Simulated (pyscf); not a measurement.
Optimised with ωB97X-D3(BJ)/def2-SVP in PySCF.

Problem. For the elementary gas-phase step `[NH2][Sn]([Cl])([Cl])[Cl]` + `[H][H]` -> `[Cl][SnH]([Cl])[Cl]` + `[NH3]` (singlet surface; N–Sn, H–H broken, H–Sn, H–N formed), what barrier and reaction energy does ωB97M-D3(BJ)/def2-TZVP give, measured from the separated reactants?

Solution. ΔE‡ = 32.8 kcal/mol, ΔE = -5.0 kcal/mol. Zero-point energy shifts the barrier by +2.5 kcal/mol. It is a four-centre exchange, with an imaginary mode of 1599i cm⁻¹. On the product side the descent ends in an adduct with a N–Sn contact (not fully relaxed), 14.8 kcal/mol under the separated species and 50.5 kcal/mol under the saddle at ωB97X-D3(BJ)/def2-TZVP. What is counted as broken (N–Sn) persists as a longer contact in the product adduct; parting that adduct is a step of its own. At the saddle there is also a short H–Sn contact that neither side keeps. This is the saddle that the search found; another between the same sides may lie lower. Elements past Kr carry the def2 core potentials, without spin-orbit coupling.
